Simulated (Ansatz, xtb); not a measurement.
# C3H2FN: which of two isomers lies lower

Structure I is `N#C/C=C\F`, a singlet and structure II is `N#C/C=C/F`, a singlet. Both are isolated molecules in the gas phase, relaxed with PBE-D3(BJ)/def2-SVP.

Energies in hartree; the thermal terms are from PBE-D3(BJ)/def2-SVP harmonic frequencies (ideal gas, rigid rotor, one conformer each, 298.15 K, 1 atm) and include the zero-point energy:

|  | I | II |
| --- | --- | --- |
| E, CCSD(T)/def2-SVP | −269.170034 | −269.170007 |
| E, MP2/def2-SVP | −269.121330 | −269.121198 |
| E, MP2/def2-TZVPP | −269.616615 | −269.616888 |
| zero-point energy | 0.042393 | 0.042044 |
| H(298 K) − E | 0.048101 | 0.047904 |
| G(298 K) − E | 0.014527 | 0.014354 |

Correct the CCSD(T) difference for the basis set by the MP2 change, then work out ΔE, ΔE₀, ΔH and ΔG for I → II in kcal/mol (1 Eh = 627.51 kcal/mol) and the equilibrium ratio [II]/[I].

1. Differences II − I: CCSD(T) +0.000027, MP2 in the small set +0.000132, MP2 in the large set −0.000273 Eh.
2. ΔE = +0.000027 + (−0.000273 − (+0.000132)) = −0.000378 Eh = −0.24 kcal/mol.
3. ΔE₀ = ΔE + ΔZPE = −0.000378 + (−0.000349) Eh = −0.46 kcal/mol.
4. ΔH = ΔE + (−0.000197) Eh = −0.36 kcal/mol.
5. ΔG = ΔE + (−0.000173) Eh = −0.35 kcal/mol, so ΔS = (ΔH − ΔG)/T = −0.2 J/(mol K).
6. kT = 0.9442 mEh, so K = [II]/[I] = exp(−ΔG/kT) = exp(+0.58) ≈ 1.8.

The two are too close for this level to say which is favoured. An error of 1 kcal/mol in ΔG would change K by a factor of 5.4. Mirror images and further conformers aren't counted.

As drawn, both hold the same kinds of bond in the same numbers.

Other levels gave ΔE = −1.6 (GFN2-xTB); −0.2 (HF/STO-3G, GFN2-xTB geometries); +0.1 (r2SCAN-D4/def2-SVP, GFN2-xTB geometries); 0.0 (PBE-D3(BJ)/def2-SVP); −0.2 (HF/def2-SVP); +0.1 (MP2/def2-SVP); 0.0 (CCSD(T)/def2-SVP) kcal/mol. The correlated steps freeze 5 core orbitals. Programs: Ansatz 0.2.0, xtb 6.7.1.
